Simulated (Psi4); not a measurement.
Reaction (SMILES): C=O (CH2-O) → [CH-]=O + H+
B3LYP-D3(BJ)/def2-TZVP geometries, fixed; electronic energies without zero-point terms.

Basis-set convergence of the deprotonation energy at PBE0 with Psi4. Cartesian d functions, on some or all atoms, in 6-31G*, 6-31G**; all else is spherical. Density fitting with the program's default auxiliary sets. Psi4's default fitting sets serve the pcseg sets less well. No added dispersion term, no relativity. Functions are those of the species that has most. Reference: the value in aug-cc-pVQZ, 403.21 kcal/mol, itself unsure by roughly 1.70 kcal/mol (its distance from def2-QZVPPD).

```csv
basis,functions,deprotonation energy (kcal/mol)
3-21G,22,[?]
6-31G*,34,423.09
6-31G**,40,423.91
aug-cc-pVDZ,64,[?]
aug-pcseg-1,64,401.15
jun-cc-pV(T+d)Z,106,[?]
aug-pcseg-2,138,[?]
def2-QZVPP,174,406.84
aug-cc-pVQZ,252,403.21
```

Task: Fill in the missing entries.

Result: 
- 3-21G, deprotonation energy (kcal/mol): 428.97
- aug-cc-pVDZ, deprotonation energy (kcal/mol): 401.38
- jun-cc-pV(T+d)Z, deprotonation energy (kcal/mol): 403.45
- aug-pcseg-2, deprotonation energy (kcal/mol): 402.89
